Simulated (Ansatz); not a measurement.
**MgS2+ (doublet): from Hartree-Fock to the top rungs, def2-TZVPP**

One table from this session's results is given with a row withheld; the runs are named, their logs left out.

Program: Ansatz 0.2.0, Gaussian basis. Level of theory: def2-TZVPP, core rule «outside noble gas», up to 15 orbitals frozen. These are calculated values, not measurements.

Plan: UHF; ROHF; CCSD(T) on UHF.

2 further runs of the same task are left out: 2 set aside as unsound or not needed.

## What is computed

The geometry is a PBE0/def2-TZVP stationary point (not a proven minimum) of the parent state, kept for this charge and spin.

3 atoms, charge 1, spin multiplicity 2.

Atoms are counted from 1 here; the program's logs count them from 0.

Bond lengths: Mg1–S2 2.272 Å, Mg1–S3 2.272 Å. Angles: S2–Mg1–S3 180.0°.

The first run:

File in.yaml:

```yaml
crystal:
  periodic: [false, false, false]
  atoms:
    - {symbol: Mg, position_ang: [0.000000, 0.000000, 0.000000]}
    - {symbol: S, position_ang: [0.000000, 0.000000, -2.272493]}
    - {symbol: S, position_ang: [0.000000, 0.000000, 2.272493]}
basis:
  gaussian: {orbitals: def2-TZVPP}
total_charge: 1
magnetization: {spin_polarized: true, initial_magnetization: 1}
hamiltonian: {xc: hf}
output: {orbitals: {seedname: orbitals}}
```

The run is started by

```bash
$ ansatz run in.yaml --threads 1 --pin off --events-out ev --progress --plain --max-ram 4096MiB --backend cpu
```

Steps of the session up to this table: UHF; ROHF; CCSD(T) on UHF.

One of the session's tables, all rows but one given; the rest of the session is left out.

| method | from UCCSD(T) (meV) |
| --- | --- |
| ROHF | +11410.5 |
| UHF | +8962.1 |
| UMP2 | +1584.9 |
| UCCSD | ? |
| UCCSD(T) | 0 |

**Question.** Estimate the row for UCCSD.

**Answer.** from UCCSD(T) (meV): +349.8. In the column «from UCCSD(T) (meV)» it lies between UCCSD(T) (0) and UMP2 (+1584.9).

To keep in mind: The determinant is far from a pure spin state, so its energy mixes those of several spin states (harmless only where they are near-degenerate, as at dissociation).
